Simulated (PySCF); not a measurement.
Working out the ionisation energy of O

O [He] 2s2 2p4 (3P) → O⁺ [He] 2s2 2p3 (4S). Computed with PySCF 2.14 in Sapporo-DZP-2012 (4s3p1d, 18 functions), with scalar relativity by spin-free X2C-1e. Frozen: 1s2. Energies in hartree (1 hartree = 27.21139 eV):

```json
{"part": "UHF", "O (lower)": "-74.836979", "O⁺ (upper)": "-74.397417"}
{"part": "CCSD correlation", "O (lower)": "-0.128126", "O⁺ (upper)": "-0.093920"}
{"part": "(T)", "O (lower)": "-0.000950", "O⁺ (upper)": "-0.000648"}
```

Task: What does Hartree-Fock give?

Result: (-74.397417) − (-74.836979) = 0.439562 hartree = 11.961 eV.

Task: What do CCSD and CCSD(T) give?

Result: The CCSD correlation energies differ by 0.034206 hartree = 0.931 eV and the triples by 0.000302 hartree = 0.008 eV, so CCSD gives 12.892 eV and CCSD(T) 12.900 eV.

Measured between the centres of the two terms (NIST): 13.608 eV, so CCSD(T) (valence) is off by -0.708 eV.

A double-zeta basis recovers only part of the correlation energy.

What remains against the reference includes basis incompleteness, the frozen core and higher excitations.
